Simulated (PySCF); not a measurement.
Species: PH₃.
Cartesian coordinates in Å at the GFN2-xTB level; atoms count from 1:
```
atom  x, y, z in Å
P1    -0.001    0.003    0.570
H2    -0.559    1.009   -0.206
H3     1.158   -0.016   -0.190
H4    -0.588   -0.991   -0.198
```

The closed-shell ground state was solved at several levels (PySCF, density fitting, gas phase, non-relativistic).

```json
{"level": "wB97X/pcSseg-0", "basis functions": "19", "HOMO (eV)": "-10.06", "LUMO (eV)": "3.81", "gap (eV)": "13.87", "dipole (D)": "1.73"}
{"level": "BP86/pcSseg-2", "basis functions": "85", "HOMO (eV)": "-6.82", "LUMO (eV)": "-0.16", "gap (eV)": "6.66", "dipole (D)": "0.80"}
{"level": "LDA/pcSseg-2", "basis functions": "85", "HOMO (eV)": "-6.77", "LUMO (eV)": "-0.20", "gap (eV)": "6.57", "dipole (D)": "0.90"}
{"level": "PW91/pcSseg-0", "basis functions": "19", "HOMO (eV)": "-6.44", "LUMO (eV)": "0.63", "gap (eV)": "7.07", "dipole (D)": "1.69"}
{"level": "HSE06/pcSseg-0", "basis functions": "19", "HOMO (eV)": "-7.27", "LUMO (eV)": "1.19", "gap (eV)": "8.46", "dipole (D)": "1.72"}
{"level": "mPW1PW91/pcSseg-2", "basis functions": "85", "HOMO (eV)": "-7.93", "LUMO (eV)": "0.76", "gap (eV)": "8.69", "dipole (D)": "0.80"}
{"level": "HF/pcSseg-0", "basis functions": "19", "HOMO (eV)": "-10.63", "LUMO (eV)": "5.03", "gap (eV)": "15.66", "dipole (D)": "1.50"}
{"level": "B97-D/pcSseg-3", "basis functions": "175", "HOMO (eV)": "-6.72", "LUMO (eV)": "-0.22", "gap (eV)": "6.50", "dipole (D)": "0.64"}
{"level": "CAM-B3LYP/pcSseg-2", "basis functions": "85", "HOMO (eV)": "-9.25", "LUMO (eV)": "1.44", "gap (eV)": "10.69", "dipole (D)": "0.76"}
{"level": "HCTH407/pcSseg-0", "basis functions": "19", "HOMO (eV)": "-6.57", "LUMO (eV)": "0.49", "gap (eV)": "7.06", "dipole (D)": "1.64"}
```

Problem. Estimate the row for B97-2/pcSseg-0, a basis of 19 functions; the other rows only guide the guess.

Solution. HOMO -7.45 eV, LUMO 1.50 eV, gap 8.95 eV, dipole 1.69 D.

Problem. Over all these levels, which gives the widest orbital gap and which the narrowest?

Solution. HF/pcSseg-0 (Hartree–Fock, all exact exchange) has the widest, 15.66 eV, and B97-D/pcSseg-3 (GGA) the narrowest, 6.50 eV. Functional and basis both differ between the two, so the spread mixes both effects.

Problem. In the pcSseg-0 basis, how does the gap go with the fixed share of exact exchange?

Solution. HCTH407 (0 %) 7.06 eV; PW91 (0 %) 7.07 eV; B97-2 (21 %) 8.95 eV; HF (100 %) 15.66 eV. Each rise in the share widens the gap here.

Problem. How far do the dipole and the HOMO energy spread over the levels?

Solution. The dipole runs from 0.64 to 1.73 D (mean 1.26 D) and the HOMO from -10.63 to -6.44 eV.
